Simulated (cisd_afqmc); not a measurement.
Input (AFQMC/CISD/aug-cc-pVQZ; cisd_afqmc is a phaseless AFQMC code with CISD trial states that reads the integrals written by Ansatz):

Ansatz 0.2 input:
```python
import cisd_afqmc

open("ham.yaml", "w").write("""\
crystal:
  periodic: [false, false, false]
  atoms:
    - {symbol: F, position_ang: [-0.00000000, -0.00000000, -0.09153811]}
    - {symbol: H, position_ang: [0.00000000, 0.00000000, 0.82384296]}
basis:
  gaussian:
    orbitals: aug-cc-pVQZ
magnetization: {spin_polarized: false}
correlation: {method: ccsd, electrons: outside_noble_gas, hamiltonian_folder: ham}
""")
rep = cisd_afqmc.ansatz("ham.yaml")
e_ccsd = rep["correlation"]["coupled_cluster"]["energy"]["hartree"]
out = cisd_afqmc.run("ham", e_ccsd, trial="CISD", walkers=1000, populations=1, threads=12, dt=0.005, steps=40, early=24, settle=10, least=100,
    cut=5e-5, rank_cut=2e-4, target=0.0004, seconds=1000, seed=4, memory=62639, gpu=True)
```

Output:

```
orbitals 125, occupied [4], factors 567 of 771, rank of the doubles 185 of 484
E(HF) = -100.068633
E(CCSD) on the cut factors = -100.369106, shift to the whole factors -0.000000
Energy of the trial state on the determinant = -100.369071
  tau behind 7.2 of longer steps, mean of the populations' last blocks
   2.0  -100.37702
   4.0  -100.37742
   6.0  -100.37808
   8.0  -100.37870
  10.0  -100.37856
  12.0  -100.37756
  14.0  -100.37763
  16.0  -100.37724
  18.0  -100.37756
  20.0  -100.37684
  22.0  -100.37735
blocks 100 (0 outliers left out), error by blocks joined: 1: 0.00012, 2: 0.00013, 4: 0.00015, 8: 0.00017
E(AFQMC/CISD) = -100.37769 +/- 0.00017
```

The two halves of the walk average -100.37807 and -100.37732 Eh, farther apart than the printed bar allows, so the bar may be too narrow.
